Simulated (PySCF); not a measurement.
**HF⁺ (quartet) at other levels of theory**

Aim: see what other levels and later steps give for HF⁺ (quartet).

Program: PySCF 2.14.0. Level of theory: each script names its method and basis. These are calculated values, not measurements.

3 further runs of the same task are left out: 3 that didn't finish.

## 1. Starting geometry

HF⁺ (quartet): 2 atoms, charge 1, spin multiplicity 4.

Bond lengths: H1–F2 1.035 Å.

## 2. The run that the others are compared with

The input, input.py:

```python
from pyscf import gto, dft

mol = gto.M(
    atom='H 0 0 0; F 0 0 1.035',
    basis='minao',
    charge=1,
    spin=3,
    verbose=3,
)
mf = dft.ROKS(mol, xc='pw91')
mf = mf.density_fit(auxbasis='def2-universal-jkfit')
mf.kernel()
mf.analyze()
print('orbital energies (hartree):', mf.mo_energy[..., max(0, mol.nelec[1]-3):mol.nelec[0]+3].round(4))
```

Run with:

```console
OMP_NUM_THREADS=1 python input.py
```

Its log is not repeated here.

In short: E(SCF) = -99.233400 Eh.

The bond length is a typed value, not an optimised one. The dipole of an ion depends on the origin. The quartet is typed in the script; nothing here shows that it is the ground state.

## 3. Stability test (UKS)

Run 1 changes step after the SCF: analyze → stability; SCF type: ROKS → UKS.

The input, input.py:

```python
from pyscf import gto, dft

mol = gto.M(
    atom='H 0 0 0; F 0 0 1.035',
    basis='minao',
    charge=1,
    spin=3,
    verbose=3,
)
mf = dft.UKS(mol, xc='pw91')
mf = mf.density_fit(auxbasis='def2-universal-jkfit')
mf.kernel()
mf.stability(internal=True, external=True)
mf.dip_moment()
print('orbital energies (hartree):', [e[max(0, n-3):n+3].round(4) for e, n in zip(mf.mo_energy, mol.nelec)])
```

Run with:

```console
OMP_NUM_THREADS=1 python input.py
```

## 4. SCF alone

Run 2 changes step after the SCF: analyze → none.

Edit input.py of step 2 so:

```diff
@@ -12,3 +12,3 @@
 mf.kernel()
-mf.analyze()
+mf.dip_moment()
 print('orbital energies (hartree):', mf.mo_energy[..., max(0, mol.nelec[1]-3):mol.nelec[0]+3].round(4))
```

## 5. Frequency run (UKS)

Run 3 changes step after the SCF: analyze → frequency; SCF type: ROKS → UKS.

The input, input.py:

```python
from pyscf import gto, dft
from pyscf.hessian import thermo

mol = gto.M(
    atom='H 0 0 0; F 0 0 1.035',
    basis='minao',
    charge=1,
    spin=3,
    verbose=3,
)
mf = dft.UKS(mol, xc='pw91')
mf = mf.density_fit(auxbasis='def2-universal-jkfit')
mf.kernel()
hess = mf.Hessian().kernel()
print('wavenumber (cm^-1) =', thermo.harmonic_analysis(mol, hess)['freq_wavenumber'].round(1))
mf.dip_moment()
print('orbital energies (hartree):', [e[max(0, n-3):n+3].round(4) for e, n in zip(mf.mo_energy, mol.nelec)])
```

## 6. Tpssh

Run 4 changes functional: pw91 → tpssh.

Edit input.py of step 2 so:

```diff
@@ -9,3 +9,3 @@
 )
-mf = dft.ROKS(mol, xc='pw91')
+mf = dft.ROKS(mol, xc='tpssh')
 mf = mf.density_fit(auxbasis='def2-universal-jkfit')
```

Before running it: what results should come out? Wanted: for each run, E(SCF); from base; after the SCF.

The runs gave:

| run | E(SCF) (hartree) | from base (eV) | after the SCF |
| --- | --- | --- | --- |
| base | -99.233400 | 0 | n/a |
| stability test (UKS) | -99.233400 | 0.0000 | unstable: UHF/UKS -> GHF/GKS |
| SCF alone | -99.233400 | 0.0000 | n/a |
| frequency run (UKS) | -99.233400 | 0.0000 | highest mode 4868 cm⁻¹ |
| tpssh | -99.275390 | not comparable | n/a |

A lower total energy from another functional means nothing by itself.
